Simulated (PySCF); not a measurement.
Bonds (- single, = double, # triple, : aromatic): C1=C2 1.321 Å, C2-O3 1.371 Å, O3-C4 1.360 Å, C4-C5 1.494 Å, C4=O6 1.196 Å. C1 carries H7, H8; C2 carries H9; C5 carries H10, H11, H12. H7 is cis to O3; H8 is trans to O3.

Geometry: PBE0-D3(BJ)/def2-TZVP; GIAO absolute shieldings from PySCF 2.14, gas phase, non-relativistic, averaged over equivalent atoms.

At KT3/pcSseg-2 (300 basis functions, 110 s wall time (3.2 min CPU) on 2 threads of an Intel Xeon, shared host):
```
      atoms  σ (ppm)
         C4     19.1
         C2     40.7
         C1     91.5
         C5    162.6
         O6    -74.3
         O3     63.0
         H9    23.60
         H7    26.79
         H8    27.21
H10/H11/H12    29.62
```

Predict the values at PBE0/pcSseg-2 on the same geometry.

Answers


| atoms | σ at PBE0/pcSseg-2 | change |
| --- | --- | --- |
| C4 | 9.4 | -9.7 |
| C2 | 33.2 | -7.5 |
| C1 | 83.7 | -7.8 |
| C5 | 164.0 | +1.4 |
| O6 | -102.9 | -28.6 |
| O3 | 68.5 | +5.5 |
| H9 | 23.47 | -0.13 |
| H7 | 26.45 | -0.34 |
| H8 | 26.84 | -0.37 |
| H10/H11/H12 | 29.50 | -0.12 |

The largest change is at O6 (ester carbonyl oxygen). Cost: 300 basis functions, 89 s wall time (2.6 min CPU) on 2 threads of an Intel Xeon, shared host. The order of the carbon signals is the same at both levels.
